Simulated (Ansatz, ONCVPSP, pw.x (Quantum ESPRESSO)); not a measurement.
**Equation-of-state test of one ONCV potential (copper (Cu))**

Cu, optimised norm-conserving Vanderbilt (ONCV), made with ONCVPSP 4.0.1.1 (patched build) (LDA (Perdew-Wang 92), scalar-relativistic). Core [Ne], reference 3s2 3p6 3d10 4s1. Waves: 3s+4s: rc 1.30 bohr, ncon 4, nbas 9, qcut 9.7 1/bohr, 3 projectors, debl 1.8 Ha; 3p: rc 1.10 bohr, ncon 4, nbas 7, qcut 15.6 1/bohr, 2 projectors, debl 2.7 Ha; 3d: rc 1.60 bohr, ncon 4, nbas 8, qcut 11.7 1/bohr, 2 projectors, debl 1.7 Ha. Local part: polynomial inside 1.05 bohr (lpopt 5, dvloc0 0 Ha). Core correction: Teter function, fcfact 5.5, rcfact 1.5.

Atomic tests: cutoffs needed: 48 Ha and 55 Ha (the cutoffs (Ha) at which the residual kinetic energy of the hardest occupied pseudo-wave falls to 1 and 0.1 mHa per electron); ghost test: no bound ghost flagged; no localised positive-energy state flagged; configuration tests: 1 of 4 tests not solved or not reliable.

Crystal test: bcc Cu in pw.x 7.5, no spin, 16³ k-points, Fermi–Dirac smearing 0.01 Ry, cutoffs 130/520 Ry. The reference is all-electron LAPW (Ansatz 0.2.0) with the same functional, mesh and smearing; V0 and B0 come from Birch–Murnaghan fits to the pressures at five volumes. Errors are pseudo minus all-electron; Δ is the rms difference of the E(V) curves that follow from these fits, minima aligned, over ±6 % about the mean V0. Mesh and smearing are coarse, so the numbers serve the comparison and aren't converged zero-temperature values; the lattice is a test structure that the element need not adopt.

All-electron: a0 = 2.796 Å (V0 = 10.93 Å³/atom), B0 = 186.3 GPa.

Problem. How far does the potential miss the all-electron equation of state?

Solution. mean pressure error (GPa): -0.52; a0 (Å): 2.795; a0 error (%): -0.04; B0 error (%): +24.1; Δ (meV/atom): 2.6. This is a poor potential for the solid. Atomic configuration tests: 1 of 4 tests not solved or not reliable.

```tsv
V (Å³/atom)	P all-electron (GPa)	P pseudo (GPa)
10.393	10.69	12.11
10.666	4.87	5.54
10.940	-0.14	-0.43
11.213	-4.45	-5.99
11.487	-8.15	-11.00
```

Problem. At the middle volume, how do free energy and pressure move when the wave cutoff is lowered (ecutrho kept at four times it)?

Solution.

| cutoff (Ry) | shift of F (meV/atom) | shift of P (GPa) |
| --- | --- | --- |
| 58 | +37774.9 | -1942.96 |
| 78 | +4649.4 | -428.15 |
| 104 | +108.1 | -19.12 |

Input at the middle volume:

```
&control
  calculation='scf', prefix='x', pseudo_dir='./', outdir='./tmp', tstress=.true., disk_io='none'
/
&system
  ibrav=0, nat=1, ntyp=1, ecutwfc=130, ecutrho=520, nbnd=18,
  occupations='smearing', smearing='fd', degauss=0.01
/
&electrons
  conv_thr=1e-09, mixing_beta=0.4, electron_maxstep=70
/
ATOMIC_SPECIES
Cu 1.0 Cu.UPF
CELL_PARAMETERS angstrom
  -1.39846771 1.39846771 1.39846771
  1.39846771 -1.39846771 1.39846771
  1.39846771 1.39846771 -1.39846771
ATOMIC_POSITIONS crystal
Cu 0.0000 0.0000 0.0000
K_POINTS automatic
16 16 16 0 0 0
```

```bash
pw.x < Cu.scf.in > Cu.scf.out
```

Lines of the output:

```
Message from routine setup:
     using ibrav=0 with symmetry is DISCOURAGED, use correct ibrav instead
     lattice parameter (alat)  =       4.5773  a.u.
     unit-cell volume          =      73.8268 (a.u.)^3
     number of electrons       =        19.00
     number of Kohn-Sham states=           18
     kinetic-energy cutoff     =     130.0000  Ry
     charge density cutoff     =     520.0000  Ry
     scf convergence threshold =      1.0E-09
     Exchange-correlation= SLA  PW   NOGX NOGC
     number of k points=   145  Fermi-Dirac smearing, width (Ry)=  0.0100
     iteration #  1     ecut=   130.00 Ry     beta= 0.40
     total energy              =    -394.72327906 Ry
     estimated scf accuracy    <       0.30146449 Ry
     iteration #  2     ecut=   130.00 Ry     beta= 0.40
     total energy              =    -394.80697238 Ry
     estimated scf accuracy    <       0.08224103 Ry
     iteration #  3     ecut=   130.00 Ry     beta= 0.40
     total energy              =    -394.81940485 Ry
     estimated scf accuracy    <       0.00173836 Ry
     iteration #  4     ecut=   130.00 Ry     beta= 0.40
     total energy              =    -394.81990016 Ry
     estimated scf accuracy    <       0.00040400 Ry
     iteration #  5     ecut=   130.00 Ry     beta= 0.40
     total energy              =    -394.81986878 Ry
     estimated scf accuracy    <       0.00010357 Ry
     iteration #  6     ecut=   130.00 Ry     beta= 0.40
     total energy              =    -394.81988721 Ry
     estimated scf accuracy    <       0.00000117 Ry
     iteration #  7     ecut=   130.00 Ry     beta= 0.40
     total energy              =    -394.81988739 Ry
     estimated scf accuracy    <       0.00000006 Ry
     iteration #  8     ecut=   130.00 Ry     beta= 0.40
     total energy              =    -394.81988737 Ry
     estimated scf accuracy    <       0.00000006 Ry
     iteration #  9     ecut=   130.00 Ry     beta= 0.40
     total energy              =    -394.81988737 Ry
     estimated scf accuracy    <       0.00000001 Ry
     iteration # 10     ecut=   130.00 Ry     beta= 0.40
     the Fermi energy is    18.1114 ev
!    total energy              =    -394.81988737 Ry
     estimated scf accuracy    <          3.9E-10 Ry
     smearing contrib. (-TS)   =      -0.00156845 Ry
     The total energy is F=E-TS. E is the sum of the following terms:
     one-electron contribution =    -213.44613460 Ry
     hartree contribution      =     119.42113303 Ry
     xc contribution           =     -52.23070099 Ry
     ewald contribution        =    -248.56261636 Ry
     convergence has been achieved in  10 iterations
          total   stress  (Ry/bohr**3)                   (kbar)     P=       -4.34
     Message from routine punch:
     Nothing written, as per user request (disk_io='none')
```

The run at the middle volume (145 k-points, 10 iterations) took about 35 s on one core of a shared host (Intel(R) Xeon(R) 6975P-C, 192 threads, 756 GiB, load 65).
